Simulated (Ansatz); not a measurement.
## 1T (CdI2-type) TaS2 (undistorted form, which takes a superstructure on cooling): bulk modulus B0 by level of theory

No measured value is used here.

```
level (code)            value (GPa)  cell (Å³/atom)
----------------------  -----------  --------------
LDA (Ansatz)                   44.8           17.91
PBE (Ansatz)                   3.07           22.50
PBE+SOC (Ansatz)               3.10           22.49
PBE-D3(BJ) (Ansatz)            43.8           18.51
PBE-D4 (Ansatz)          (withheld)           19.01
PBEsol-D3(BJ) (Ansatz)         61.3           17.31
rVV10 (Ansatz)           (withheld)           19.93
```

Q: Fill in the missing entries.

A: 
- PBE-D4 (Ansatz, a quantum-chemistry and plane-wave program), value (GPa): 35.8
- rVV10 (Ansatz), value (GPa): 40.8

Density-functional levels without +SOC have no spin–orbit coupling. LDA: LDA has no dispersion term either, though it tends to give short spacings of layers, chains or molecules. PBE, PBE+SOC: for a layered or molecular solid the relaxed cell lies over 5 % above the published volume, where the minimum can be shallow. PBE, PBE+SOC: the cell comes from a level without a dispersion term, which matters for the spacing of layers, chains or molecules. Each level is taken at its own relaxed cell. Ansatz's density-functional and Hartree–Fock values are scalar-relativistic unless marked +SOC, with PAW data made under PBE.
